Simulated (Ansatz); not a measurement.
Relaxed structures of C2H6N (charge -1), closed shell (PBE0-D4/def2-TZVPD; forces vanish, vibrations not checked; lower isomers may exist, and structures with a doubtful reference or unclear bonds are left out; Å). Computed with Ansatz 0.2.0 (basis: def2-TZVPPD); correlated methods freeze the cores.

Rank them by CCSD(T) energy, lowest first, and give each one's height above the lowest. Links in brackets join atoms within 1.22 times the sum of their covalent radii (1.1 for two metals). (An estimate is asked for; the value comes from the calculation.)
A.
C₂H₆N ([CH2][NH][CH3]), total charge -1
```
9
angstrom
C -0.6020 0.3781 -1.1642
N -0.5180 0.1789 0.2795
C 0.5736 -0.6731 0.6726
H -1.6441 0.5959 -1.4488
H 0.0176 1.2395 -1.4965
H -0.4389 1.0426 0.8241
H 0.4311 -1.6617 0.2217
H 1.5734 -0.3227 0.3382
H 0.6074 -0.7775 1.7734
```
B.
C₂H₆N ([CH2][NH2][CH2]), total charge -1
```
9
angstrom
C -0.8334 0.3166 -1.1664
N -0.5373 0.1370 0.3100
C 0.6629 -0.6547 0.7782
H -1.5498 1.1657 -1.2155
H 0.1116 0.7009 -1.5846
H -0.4645 1.0163 0.8234
H 0.6145 -1.5811 0.1841
H 1.5217 -0.1034 0.3570
H -1.3388 -0.3307 0.7153
```
C.
C₂H₆N ([CH3][CH][NH2]), total charge -1
```
9
angstrom
C -0.6610 0.1282 0.3232
N -0.6635 0.3430 -1.1323
C 0.5636 -0.6750 0.6549
H -1.5154 0.8065 -1.4182
H 0.1197 0.9457 -1.4577
H -0.5657 1.0943 0.8633
H 0.5210 -1.6935 0.2418
H 1.5320 -0.2409 0.2515
H 0.6986 -0.7653 1.7413
```

Computed: C (0.00 kcal/mol), A (6.01 kcal/mol), B (41.96 kcal/mol). Heights count from the lowest.

T1 diagnostic: at most 0.017. The highest PBE0 orbital of the anion lies well above zero, so the extra electron may be unbound in the gas phase.

For scale, one of the runs: CCSD(T)/def2-TZVPPD, 213 basis functions, launched by `ansatz run in.yaml --threads 2 --pin off --events-out ev --progress --plain --max-ram 4352MiB`. Time: 69 s of wall clock on 2 CPU threads of an Arm Neoverse V2; the host was shared. Peak host memory: 3.2 GiB.
